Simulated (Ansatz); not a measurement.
Ansatz (a quantum-chemistry and plane-wave program) input (PBE/6-31G*):

Ansatz 0.2 input:
```yaml
crystal:
  periodic: [false, false, false]
  atoms:
    - {symbol: B, position_ang: [0.00000000, -0.00000000, -0.00000000]}
    - {symbol: Cl, position_ang: [0.00508444, 1.74500655, -0.02473757]}
    - {symbol: Cl, position_ang: [1.50850421, -0.87734968, -0.01892724]}
    - {symbol: Cl, position_ang: [-1.51358865, -0.86765687, 0.04366481]}
basis:
  gaussian:
    orbitals: 6-31G*
hamiltonian:
  xc: {name: PBE}
total_charge: -1
magnetization: {spin_polarized: true, initial_magnetization: 1}
```

Task: Predict the final energy.

Result: -1404.89951 Eh.
